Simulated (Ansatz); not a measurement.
**Property card for Zr3N2**

Theory: DFT PBEsol, scalar-relativistic, plane waves, PAW in Ansatz 0.2.0.

Settings: cutoff 420 eV, Γ-centred mesh 12×12×12 on the computed 10-atom cell, Gaussian smearing of 0.10 eV; no spin polarisation.

The structure is relaxed at this level of theory with its symmetry kept. Whether it is the stable form of this composition wasn't checked.

```cif
data_structure
_symmetry_space_group_name_H-M 'R-3c:H'
_symmetry_Int_Tables_number 167
_cell_length_a 5.5989
_cell_length_b 5.5989
_cell_length_c 15.5810
_cell_angle_alpha 90.000
_cell_angle_beta 90.000
_cell_angle_gamma 120.000
_cell_volume 423.00
loop_
_atom_site_label
_atom_site_type_symbol
_atom_site_symmetry_multiplicity
_atom_site_Wyckoff_symbol
_atom_site_fract_x
_atom_site_fract_y
_atom_site_fract_z
_atom_site_occupancy
Zr1 Zr 18 e 0.67499 0.00000 0.25000 1
N1 N 12 c 0.66667 0.33333 0.17200 1
```

```
Space group                                                       : R-3c (No. 167)
Volume per atom                                                   : 14.10 Å³
Formation energy from the elements' standard states (uncorrected) : -1.586 eV/atom
Kohn–Sham band gap                                                : none (metal)
Density of states at the Fermi level                              : 3.75 states/eV per cell
Löwdin character within 0.5 eV of the Fermi level                 : Zr 4d 80 %, N 2p 9 %
Bulk modulus                                                      : 211 GPa
Its pressure derivative                                           : 4.1
Bader charges (e)                                                 : Zr (6 in the cell) 1.23, N (4 in the cell) -1.85
```